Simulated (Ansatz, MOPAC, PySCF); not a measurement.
Process, species as SMILES: OCCC(C)C → C[CH]C + [CH2]CO (the C-C bond breaks)

Wanted: bond dissociation energy (enthalpy at 298 K), in kcal/mol. Terms: open shells spin-unrestricted; 6-31G* and kin with 6d, 5d where marked; frozen cores in correlated levels; spin-orbit terms left out; non-relativistic; no dispersion term unless named. Basis-set limits of correlation are two-point, X^-3; Hartree-Fock from the larger set. [CCSD(T)-MP2]/basis is that difference in the basis named. First-principles rows: single points at B3LYP-D3(BJ) geometries (Ansatz, a quantum-chemistry and plane-wave program), with unscaled harmonic terms from B3LYP/6-31G* (Ansatz) at its own minima. Semi-empirical rows: MOPAC heats of formation at their own minima for 298 K.

| species | coefficient | E at M06-2X/6-31G* (5d) (PySCF), Eh | E at B3LYP/def2-TZVPD (Ansatz), Eh | H(298 K) - E, kcal/mol | heat of formation at MNDO (MOPAC), kcal/mol |
|---|---|---|---|---|---|
| CC(C)CCO | -1 | -272.82867 | -273.09497 | 109.78 | -72.62 |
| C[CH]C | +1 | -118.39707 | -118.52731 | 59.41 | -1.49 |
| [CH2]CO | +1 | -154.27666 | -154.43817 | 44.08 | -32.42 |

Coupled cluster (Ansatz) is a level with limits of its own, used here on species with T1 under 0.025 (0.045 for open shells) and stable references: RI-MP2/CBS(cc-pVTZ,cc-pVQZ)+[CCSD(T)-MP2]/cc-pVTZ. Value to compare with, RI-MP2/CBS(cc-pVTZ,cc-pVQZ)+[CCSD(T)-MP2]/cc-pVTZ (Ansatz): 88.4 kcal/mol. 1 Eh = 627.5095 kcal/mol.

Q: Work the quantity out at each level, and compare with RI-MP2/CBS(cc-pVTZ,cc-pVQZ)+[CCSD(T)-MP2]/cc-pVTZ (Ansatz).

A: 
- M06-2X/6-31G* (5d): the sum of coefficient times E is 0.15494 Eh, or 97.23 kcal/mol; the thermal terms add -6.29. Result: 90.9 kcal/mol. Its difference against RI-MP2/CBS(cc-pVTZ,cc-pVQZ)+[CCSD(T)-MP2]/cc-pVTZ (Ansatz) is 2.5 kcal/mol.
- B3LYP/def2-TZVPD: the sum of coefficient times E is 0.12949 Eh, or 81.26 kcal/mol; the thermal terms add -6.29. Result: 75.0 kcal/mol. Its difference against RI-MP2/CBS(cc-pVTZ,cc-pVQZ)+[CCSD(T)-MP2]/cc-pVTZ (Ansatz) is -13.4 kcal/mol.
- MNDO: the sum of coefficient times heat of formation is 38.71 kcal/mol; it needs no thermal term. Its difference against RI-MP2/CBS(cc-pVTZ,cc-pVQZ)+[CCSD(T)-MP2]/cc-pVTZ (Ansatz) is -49.7 kcal/mol.
